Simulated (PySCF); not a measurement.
Geometries of 3 isomers of [C4H6F]+ (charge +1), from PBE0-D3(BJ)/def2-SVP geometry optimisation, gas phase (PySCF 2.14.0). One conformer each, no zero-point energy, no frequencies.

Problem. Which is lowest in electronic energy at this level?
A.
```xyz
11
angstrom
C      2.160    0.040    0.012
C      0.849   -0.093   -0.368
C     -0.151   -0.022    0.601
C     -1.568   -0.151    0.306
F     -1.831   -0.344   -0.993
H      2.440    0.203    1.060
H      2.972   -0.012   -0.721
H      0.569   -0.256   -1.414
H      0.116    0.141    1.655
H     -1.972   -0.979    0.936
H     -2.083    0.758    0.699
```
B.
```xyz
11
angstrom
C      2.052    0.040   -0.056
C      0.767   -0.311   -0.363
F      0.515   -1.205   -1.288
C     -0.319    0.282    0.303
C     -1.704   -0.029    0.046
H      2.901   -0.416   -0.578
H      2.249    0.785    0.719
H     -0.073    1.024    1.073
H     -2.137   -0.429    0.990
H     -2.276    0.911   -0.088
H     -1.867   -0.732   -0.779
```
C.
```xyz
11
angstrom
C      1.826    0.145    0.904
C      0.841    0.379   -0.005
C     -0.409   -0.276    0.089
C     -1.539   -0.104   -0.807
F     -0.586   -1.095    1.060
H      1.689   -0.554    1.735
H      2.792    0.654    0.824
H      0.980    1.075   -0.836
H     -1.930   -1.093   -1.105
H     -2.360    0.369   -0.230
H     -1.297    0.512   -1.680
```

Solution. C. That is `C=C[C+](C)F`, 12.9 kcal/mol below the next.

```
      SMILES             atoms numbered as above      E (Eh)  relative (kcal/mol)  relative (kJ/mol)  dipole about centre of mass (D)
 C=C[C+](C)F  [CH2:1]=[CH:2][C+:3]([CH3:4])[F:5]  -255.08301                  0.0                0.0                             2.05
C=C(F)[CH+]C  [CH2:1]=[C:2]([F:3])[CH+:4][CH3:5]  -255.06242                 12.9               54.1                             4.05
  C=C[CH+]CF   [CH2:1]=[CH:2][CH+:3][CH2:4][F:5]  -255.05413                 18.1               75.8                             5.16
```
